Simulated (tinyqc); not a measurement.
Orbital energy against energy difference: ionisation energy by orbital energies and by energy differences in the cc-pvdz basis, for CO, spin multiplicity 1. Computed by the program tinyqc with PySCF. The cation is unrestricted; errors are against CCSD(T) in this basis, not against experiment.

Geometry (angstrom):
```
atom,x,y,z
C,0.0000,0.0000,0.0000
O,0.0000,0.0000,1.0090
```

CCSD(T) difference in the same basis = 13.3439 eV

IP-EOM-CCSD = 13.4866 eV

First vertical ionisation energy (eV):
```
method,-e(HOMO),E(cation) - E,error of -e(HOMO),error of the difference
HF,14.4593,12.685865,1.1153,-0.6581
LDA,8.3075,13.692671,-5.0364,0.3487
PBE,8.2637,13.464341,-5.0802,0.1204
B3LYP,9.7661,13.766774,-3.5779,0.4228
PBE0,10.0574,13.593195,-3.2866,0.2493
LC-wPBE,13.1714,13.722202,-0.1725,0.3783
```

Estimate the missing row, method = CAM-B3LYP.

Computed row:
```
method     -e(HOMO)  E(cation) - E  error of -e(HOMO)  error of the difference
CAM-B3LYP   11.6267      13.828282            -1.7172                   0.4844
```

Koopmans errs by +1.12 eV and Delta-HF by -0.66 eV: relaxation, 1.77 eV, lowers the value and the missing correlation difference works against it. The PBE level is off by -5.1 eV through the wrong tail of its potential, though its energy difference is off by +0.12 eV; exact exchange deepens the level, and among the orbital energies LC-wPBE comes closest; among the differences PBE does.
